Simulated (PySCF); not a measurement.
Bonds (- single, = double, # triple, : aromatic): N1#C2 1.145 Å, C2-Si3 1.867 Å. Si3 carries H4, H5, H6.

Theory: structure optimised with GFN2-xTB, NMR shieldings at PBE0/pcSseg-1/GIAO, in PySCF 2.14 (non-relativistic Hamiltonian, in vacuum, fast rotation and ring inversion assumed for equivalent nuclei, one conformer).

Chemical shifts δ = σref − σ; TMS for $^{13}$C and $^{1}$H and $^{29}$Si; NH3 for $^{15}$N, all at this level.

```tsv
atoms	nucleus	count	δ (ppm)
N1	$^{15}$N	1	?
C2	$^{13}$C	1	?
H4/H5/H6	$^{1}$H	3	4.20
Si3	$^{29}$Si	1	-100.6
```

Task: Complete the table.

Result: 
- C2: 120.8 ppm, nitrile carbon; C≡N carbons fall here, among the sp2 signals but without a proton
- N1: 369.8 ppm, nitrile nitrogen

Shifts are as computed. Against solution values, carbons near 30 ppm lie about +3 ppm off and those near 130 ppm about +5 ppm. Of 1211 compounds with measured shifts, 218 miss one by over three times the rms of a fit or turn the order of signals round; such compounds aren't used in these exercises. Experimental scales use liquid or dissolved standards, which lie at an offset from isolated NH3 (liquid NH3: subtract about 20 ppm). Unscaled 15N shifts of sp2 nitrogen come out 20 to 40 ppm too high even then.
